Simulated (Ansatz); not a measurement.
System: 1T (CdI2-type) VSe2. Method: r²SCAN (plane waves, PAW; Ansatz, a program for electronic structure).

Numerical settings: plane-wave cutoff 560 eV, 18×18×10 k mesh (along the axes of the cell as run), Fermi–Dirac smearing 0.05 eV, spin-polarised with parallel moments, scalar-relativistic PAW data made under PBE.

Energies at three volumes about the minimum:

```
V (Å³/atom)  E − E_lowest (meV/atom)
-----------  -----------------------
21.135                          0.57
21.566                          0.00
21.998                          0.42
```

Question: Fit a parabola by hand: where is the minimum, and what is the bulk modulus?

Answer: Slopes: (0.00 − 0.57)/(21.566 − 21.135) = -1.323 and (0.42 − 0.00)/(21.998 − 21.566) = 0.972 meV/Å³. Curvature E″ = 2 × (0.972 − (-1.323))/(21.998 − 21.135) = 5.319 meV/Å⁶. From the middle of the first interval, the slope vanishes at V0 = 21.3505 − (-1.323)/5.319 = 21.599 Å³/atom. B = V0 E″ = 21.599 × 5.319 meV/Å³ × 0.1602 GPa per meV/Å³ = 18.4 GPa. The full Birch–Murnaghan fit to all volumes gives V0 = 21.575 Å³/atom and B0 = 18.3 GPa.

Shape and atoms are relaxed at each volume.

Measured, for comparison: equilibrium volume per atom 19.93 Å³/atom (temperature not stated, no zero-point or thermal correction, from a published cell, temperature and pressure not stated; as tabulated in Zeitschrift fuer Anorganische und Allgemeine Chemie 242, 49 (1939)). Computed less measured: equilibrium volume per atom +8.2 %. For the largest miss, another phase or state or a fault of the measured value is possible beside the level's own.

Note: the magnetic order was assumed, not searched for or taken from measurement; the cell comes from a level without a dispersion term, which matters for the spacing of layers, chains or molecules; the volume lies 8 % above that of the published cell.
